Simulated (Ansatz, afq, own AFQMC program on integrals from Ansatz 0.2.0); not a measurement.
Two steps: Ansatz 0.2.0 writes the Fock matrix and Cholesky factors of the valence space, and afq projects on them the lowest state that overlaps trial and start.

```yaml
crystal:
  periodic: [false, false, false]
  atoms:
    - {symbol: Ge, position_ang: [0.000000, -0.045424, 0.343973]}
    - {symbol: O, position_ang: [0.000000, 0.119873, -1.630118]}
    - {symbol: H, position_ang: [0.000000, 1.370806, 1.086058]}
basis:
  gaussian: {orbitals: cc-pVDZ}
magnetization: {spin_polarized: true, initial_magnetization: 1}
correlation: {method: ccsd_t, electrons: outside_noble_gas, hamiltonian_folder: ham}
```

```sh
$ ansatz run in.yaml --threads 1 --pin off --events-out ev --progress --plain --max-ram 1382MiB
```

afq runs on the folder ham with

```
--method phaseless --trial hf --walkers 120 --populations 1 --least-time 40 --time-step 0.005 --steps-per-block 20 --equilibration-blocks 112 --max-blocks 600 --target-error 0.0012000 --factor-cut 1e-05 --start spin_pure --seed 9543 --taylor-order 6
```

Times are imaginary, in 1/Eh. The walk had a cap of 774 s. Filled inner d shells are frozen with the cores.

afq prints:

```
orbitals 31  electrons 6 5  factors 230 of 501
reference energy -2150.70495991 Eh
CCSD correlation -0.25830081 Eh in 19 cycles, weight of the determinant in the CISD state 0.7961
energy of the start -2150.705583 Eh
 block  time / (1/Eh)  mean weight  energy / Eh
     1     0.100  1.0014  -2150.775963
     2     0.200  1.0019  -2150.823934
     3     0.300  1.0015  -2150.845314
     4     0.400  1.0009  -2150.881820
     5     0.500  1.0021  -2150.893413
    10     1.000  1.0012  -2150.946916
    86     8.600  1.0003  -2150.957820
   171    17.100  0.9997  -2150.952438
   222    22.200  0.9989  -2151.019484
   256    25.600  1.0009  -2150.981549
   341    34.100  0.9981  -2150.964110
   426    42.600  0.9979  -2150.925477
   511    51.100  0.9995  -2150.964629
   596    59.600  1.0007  -2150.982649
   681    68.100  1.0022  -2150.979742
   698    69.800  1.0001  -2150.988459
blocks merged  error / Eh  count
     1  0.000953  600
     2  0.001245  300
     4  0.001591  150
     8  0.001957  75
    16  0.002174  37
    32  0.002672  18
    64  0.003041  9
energy -2150.972704 +/- 0.002672 Eh
(rows thinned)
```

The run passed its tests (sampling time, drift between the halves within three errors, error under three times the target), which doesn't prove that it has relaxed. The second half of the sampling lies below the first by 1.6 errors of their difference, so the energy may still be moving and its error bar be too small.

Against this walk (error 72.7 meV) on the same determinant: CCSD(T) 2.8 meV lower (within the noise), CCSDT(Q) 163.3 meV lower, a separate phaseless walk with a CISD trial and standard settings 115.0 ± 79.0 meV lower (within the noise). The error is statistical and leaves out the bias of the constraint. None of these is a sure reference here.

Cautions: constraint bias not in the error; error above the target (72.7 against 32.7 meV); no relativity below Rb; no spin-orbit coupling; inner d shell frozen; higher spins were not checked; an unrestricted solution with more broken spin lies lower (11 meV, ⟨S²⟩ 0.92); strong correlation (T1 0.063, weight of the determinant 0.80, largest double 0.07); the bias of populations of 120 walkers isn't removed.

The walk took 2.6 min on 1 thread of Intel(R) Xeon(R) Platinum 8488C (Sapphire Rapids), with other jobs on the host. The log's last line is the phaseless energy.

CCSDT and higher add their correlation energy to the determinant of the CCSD(T) run, since their own runs factorise the integrals more tightly (a shift of under 2 meV). A walk keeps the symmetry of its determinant, which the program's search chose and which needn't be the lowest solution, so a lower state of the same spin and another symmetry isn't excluded.
